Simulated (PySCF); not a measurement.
Homolysis of single bonds, series Ga Cl-CH3. Gas-phase values, no solvent. Strings in code marks are SMILES.

Level of theory: PySCF with PBE0-D4/def2-TZVP. 

```csv
species,dipole moment (D)
whole molecule (`[Cl][Ga]([Cl])[Cl]`),0.00
radical fragment (`[Cl]`),0.00
whole molecule (`[Cl][Ga]([CH3])[Cl]`),2.79
radical fragment (`[CH3]`),0.00
radical fragment (`[CH3][Ga][CH3]`),0.51
whole molecule (`[CH3][Ga]([CH3])[CH3]`),(withheld)
```

Task: Some entries are withheld; supply them.

Result: 
- whole molecule (`[CH3][Ga]([CH3])[CH3]`), dipole moment (D): 0.00
